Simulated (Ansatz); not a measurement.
Ansatz input

```yaml
crystal:
  lattice:
    - [-1.6547957147, 1.6547957147, 1.6547957147]
    - [1.6547957147, -1.6547957147, 1.6547957147]
    - [1.6547957147, 1.6547957147, -1.6547957147]
  atoms:
    - { symbol: Nb, position: [0.0, 0.0, 0.0] }
hamiltonian:
  xc: pbe
  pseudopotentials:
    kind: paw
    azcp:
      Nb: "pseudopotentials/Nb.paw.azcp"
basis:
  ecutwfc: 420
  fft_grid_basis: typed
kpoints:
  mp_grid: { grid: [22, 22, 22], shift: [0, 0, 0] }
magnetization:
  spin_polarized: false
scf:
  occupations: { method: fermi_dirac, width: 0.1 }
```

Output

```
Engine: ansatz 0.2.0, x86_64-unknown-linux-gnu
Pseudopotentials: kind: paw
Pseudopotential: Nb, paw, valence charge 13, recommended cutoff 420 eV (normal) 
Functional definition: PBE
  parameter kappa = 0.804
  parameter beta = 0.06672455060314922
  exchange = pbe_x(kappa = kappa, mu = beta*pi^2/3)
  correlation = pbe_c(beta = beta)
Crystal: 1 atoms, lattice volume = 18.126 Å³
Basis set: ecut = 420 eV, 369 PW (Γ)
Bands: 11, of which v1, the nominal top of the filled ones, is band 7 counted from 1 (6 counted from 0)
Symmetry: 48 space group operations
Space group: Im-3m (ITA 229), of the structure as read, at distance tolerance 2.6e-5 Å
k-points: 328 of 10648
Non-local potential: Nb, projectors of the file, l = 0: 3, l = 1: 2, l = 2: 2, l = 3: 1
PAW form: soft (Blöchl's): semilocal exchange-correlation on the pseudo side does not see the compensation charge
PAW one-centre angular grid: Nb, 590 points (default); XC on 64 Gauss nodes
Initial density: superposition of atomic densities (neutral atoms: chi_scale 0, normalization atom), corrected by the library's trained network
Initial wavefunctions: pseudopotential atomic-orbital guess
Functional: x = pbe(κ = 0.804, μ = 0.2195149727645171), c = pbe(β = 0.06672455060314922)
SCF iter   1: F=—  HF=-4552.309025 eV  |F-HF|=—  |Δ(HF+E_count)|=         —  Δρ=3.47e-3  dr2=1.69e-3  ethr=1.77e-3  ⟨swp⟩=5.0  Hψ=20813  notcnv=0
SCF iter   2: F=—  HF=-4552.308731 eV  |F-HF|=—  |Δ(HF+E_count)|=   2.94e-4  Δρ=1.40e-3  dr2=1.67e-4  ethr=1.30e-5  ⟨swp⟩=2.2  Hψ=7653  notcnv=0
SCF iter   3: F=—  HF=-4552.308746 eV  |F-HF|=—  |Δ(HF+E_count)|=   1.46e-5  Δρ=4.33e-4  dr2=1.74e-5  ethr=1.28e-6  ⟨swp⟩=1.0  Hψ=3595  notcnv=0
SCF iter   4: F=—  HF=-4552.308749 eV  |F-HF|=—  |Δ(HF+E_count)|=   3.40e-6  Δρ=3.01e-5  dr2=4.11e-8  ethr=1.34e-7  ⟨swp⟩=1.0  Hψ=3595  notcnv=0
iter 5 did not close the SCF: its close was put off for the readings that it lacked (scf_convergence_deferred on its scf_iter line)
SCF iter   5: F=-4552.308749 eV  HF=-4552.308749 eV  |F-HF|=6.64e-11  |Δ(HF+E_count)|=   4.34e-8  Δρ=2.64e-6  dr2=4.08e-10  ethr=3.16e-10  ⟨swp⟩=2.1  Hψ=5768  notcnv=0
SCF iter   6: F=-4552.308749 eV  HF=-4552.308749 eV  |F-HF|=8.19e-12  |Δ(HF+E_count)|=  4.00e-11  Δρ=5.72e-7  dr2=1.25e-11  ethr=3.14e-12  ⟨swp⟩=1.0  Hψ=10706  notcnv=0
SCF 1 converged in 6 iterations: F = -4552.308749 eV  dr2 = 1.25e-11
SCF converged after 6 iterations
Free energy (F): -4552.308749 eV
Harris-Foulkes:  -4552.308749 eV  (|F-HF|=8.19e-12)
Internal energy: -4552.260065 eV  (E = F + TS)
E sigma→0 (E₀):  -4552.284407 eV
Entropy (-TS):   -0.048684 eV (-48.684 meV/atom)
Fermi energy:    17.662760 eV
--- Per-component energies (eV) ---
  E_band       = -69.013362
  E_kinetic    = 395.028986
  E_local      = -697.137596  (includes V_loc(G=0)·N_el)
  E_nonlocal   = 119.906100
  E_hartree    = 217.001881
  E_xc         = -175.677399
  E_vxc        = -213.135575  (∫ρ·V_xc dr)
  E_paw        = -3073.419236  (= ΣΔE_a)
  E_vpaw       = -107.679047  (= ΣTr[D̂ρ^β])
  E_aug_tail   = 0.000006  (compensation charges beyond the density's cutoff)
  E_ewald      = -1337.962808
  E_smearing   = -0.048684  (= −TS)
  E_closure    = 0.000000  (closes the sum)
  Σ components = -4552.308749   (vs F -4552.308749, Δ=0.00e0)
```
